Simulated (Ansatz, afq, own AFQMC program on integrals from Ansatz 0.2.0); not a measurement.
Where AFQMC and coupled cluster stand for SiNH$_{5}$, triplet

```tsv
atom	x (Å)	y (Å)	z (Å)
Si	-0.9418	0.0215	0.0000
H	-1.4367	1.4212	0.0000
H	-1.4367	-0.6784	1.2122
H	-1.4367	-0.6784	-1.2122
H	0.7702	0.0215	0.0000
N	1.9812	0.0215	0.0000
H	2.2503	-0.9828	0.0000
```

Basis cc-pVDZ. Noble-gas cores (and the filled d shells of Ga–Kr and In–Xe) are frozen. Ansatz 0.2.0 and our own AFQMC program on the same integrals; the CISD trial comes from CCSD amplitudes, and released means the phaseless constraint is let go. Uncertainties: one standard error, sampling alone.

Determinant: UHF, the one that the program's search chose, which needn't be the lowest solution. The geometry is a point of a scan.

No full CI on the walks' own integrals is used here; CCSDT(Q) serves as the reference and is uncertain by about the last step of the cluster series.

Cautions: lower spins were not checked.

```
T1 diagnostic                               : 0.0164
weight of the determinant in the CISD state : 0.870
⟨S²⟩ of the determinant                     : 2.044
size of the correlated space                : 14 electrons in 51 orbitals
```

Reference: CCSDT(Q), correlation energy -8.236 eV. The released energy is read at 2.40 1/Eh (meV from the phaseless value at times in 1/Eh: -5 ± 3 at 0.24, -7 ± 3 at 0.51, -9 ± 3 at 0.99, -7 ± 3 at 1.62, -8 ± 4 at 2.40).

| level | E − E(reference) (kJ/mol) | share of correlation (%) |
| --- | --- | --- |
| HF | 794.7 | 0.00 |
| MP2 | 148.5 | 81.31 |
| CCSD | 21.1 | 97.35 |
| CCSD(T) | 4.2 | 99.48 |
| CCSDT | 1.0 | 99.87 |
| ph-AFQMC/CISD | 0.8 ± 0.3 | 99.90 |
| released AFQMC | 0.0 ± 0.4 | 100.00 |

A walk keeps the symmetry of its determinant, which the program's search chose and which needn't be the lowest solution, so a lower state of the same spin and another symmetry isn't excluded. Released energies are given only where the last usable release times agree within the noise; a slower fall can still hide under it.
